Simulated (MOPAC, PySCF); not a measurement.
CH₄, SMILES `C`, neutral singlet in the gas phase. 

Z-matrix (Å, degrees):
```
C
H 1 1.0892
H 1 1.0892 2 109.47
H 1 1.0892 2 109.47 3 -120.00
H 1 1.0892 2 109.47 3 120.00
```
Charge 0, multiplicity 1.

All levels are single points at this geometry (B3LYP-D3(BJ)/def2-TZVP); Pople sets use spherical d functions. Orbital energies aren't observables, and empty levels follow the basis.

PM3 in MOPAC gives dipole (D) = 0.00.

Task: Estimate the dipole (D) from each of these levels: ωB97X-D3(BJ)/def2-TZVP in PySCF; B3LYP/3-21G in PySCF; BP86/6-31G* in PySCF; M06-2X/6-31G* in PySCF; HF/3-21G in PySCF; HF/6-31G* in PySCF; HF/STO-3G in PySCF; AM1 in MOPAC.

Result: 
```csv
level,dipole (D)
ωB97X-D3(BJ)/def2-TZVP in PySCF,0.00
B3LYP/3-21G in PySCF,0.00
BP86/6-31G* in PySCF,0.00
M06-2X/6-31G* in PySCF,0.00
HF/3-21G in PySCF,0.00
HF/6-31G* in PySCF,0.00
HF/STO-3G in PySCF,0.00
AM1 in MOPAC,0.00
```
